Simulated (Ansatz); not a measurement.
```xyz
2

H     0.367   -0.114    0.392
H    -0.367    0.114   -0.392
```

Charge 1, multiplicity 2. The bonds changed during the relaxation, so this is another structure than the one it started from.

Q: List the ωB97M-V/def2-TZVPP orbital energies in eV (Ansatz). (An estimate is asked.)

A: The calculation gave: Occupied: -26.84. Lowest empty: -9.91, -1.24, 1.61, 3.69, 3.69, 12.17, 14.47, 14.47.
